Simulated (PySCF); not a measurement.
Compound: C₃H₄O₂.
Structure used (PBE0-D3(BJ)/def2-SVP), in Å, numbered top down from 1:
```
atom  x, y, z in Å
C1    -1.1809   -0.2985    0.4751
O2    -0.5131    0.9285    0.4455
C3     0.8131    0.8581    0.1384
C4     1.5092   -0.2366   -0.1355
O5     2.1662   -1.1711   -0.3857
H6    -2.2231   -0.1010    0.7560
H7    -0.7347   -0.9869    1.2193
H8    -1.1643   -0.7952   -0.5146
H9     1.3437    1.8114    0.1249
```

Method used: EOM-IP-CCSD/aug-cc-pVDZ in PySCF, restricted Hartree–Fock reference, 5 core orbitals frozen, non-relativistic, gas phase, PBE0-D3(BJ)/def2-SVP geometry.

Hartree–Fock orbital energies give these Koopmans values (eV): HOMO 9.08, HOMO-1 13.77, HOMO-2 14.30, HOMO-3 15.49, HOMO-4 16.31, HOMO-5 17.19, HOMO-6 18.39, HOMO-7 19.25.

**Question.** What vertical ionisation energies does EOM-IP-CCSD give?

**Answer.** 
| leading hole (HF orbital) | Koopmans (eV) | EOM-IP-CCSD (eV) | change (eV) | one-hole share |
| --- | --- | --- | --- | --- |
| HOMO | 9.08 | 8.32 | -0.76 | 0.96 |
| HOMO-1 | 13.77 | 12.25 | -1.52 | 0.94 |
| HOMO-2 | 14.30 | 12.78 | -1.52 | 0.95 |
| HOMO-3 | 15.49 | 14.42 | -1.07 | 0.95 |
| HOMO-5 | 17.19 | 15.05 | -2.14 | 0.90 |
| HOMO-4 | 16.31 | 15.10 | -1.21 | 0.94 |
| HOMO-6 | 18.39 | 16.37 | -2.02 | 0.93 |
| HOMO-7 | 19.25 | 17.62 | -1.63 | 0.94 |

**Question.** Does the order of the lines follow the orbital energies?

**Answer.** No: the HOMO-5 hole (15.05 eV) falls below the HOMO-4 hole (15.10 eV). The corrections run from -2.14 to -0.76 eV, with a mean of -1.48 eV over the 8 lines; no line lies above its Koopmans value. Koopmans values leave out both the relaxation of the orbitals and the change in correlation energy.

**Question.** At what kinetic energies would He II light (40.81 eV) eject these electrons?

**Answer.** 32.49 eV (HOMO), 28.56 eV (HOMO-1), 28.03 eV (HOMO-2), 26.39 eV (HOMO-3), 25.76 eV (HOMO-5), 25.71 eV (HOMO-4), 24.44 eV (HOMO-6), 23.19 eV (HOMO-7).

Lines less than 0.15 eV apart could change places at a higher level. One root was sought for each valence orbital with −ε under 21 eV, eight at most, so deeper holes and satellites are missing; no vibrational structure.

One conformer stands for the species.
